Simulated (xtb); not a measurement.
C3H9N, SMILES CN(C)C. All values are semi-empirical tight-binding results from xtb (GFN2-xTB unless named), good for trends rather than for accurate numbers. Geometry: GFN2-xTB.

point group as xtb finds it: C3v
orbital gap: 10.90 eV
dipole moment: 0.93 D
zero-point energy: 73.8 kcal/mol
G − E(el) at 298.15 K (modified RRHO): 57.2 kcal/mol
static polarisability (D4 model): 49.8 bohr³
solvation energy, GFN2-xTB/ALPB(water): -0.9 kcal/mol
solvation energy, GFN2-xTB/ALPB(dmso): -3.1 kcal/mol

Computed IR lines (harmonic; lines under 4 % of the strongest left out, lines within 3 cm⁻¹ merged):
ν (cm⁻¹): 373 (w), 872 (w), 1060 (w), 1080 (w), 1190 (w), 1276 (w), 1487 (w), 1505 (w), 2832 (m), 2847 (vs), 3014 (w), 3018 (vs) (against the strongest line: vs over 80 %, s over 45 %, m over 15 %, w over 4 %, vw less)
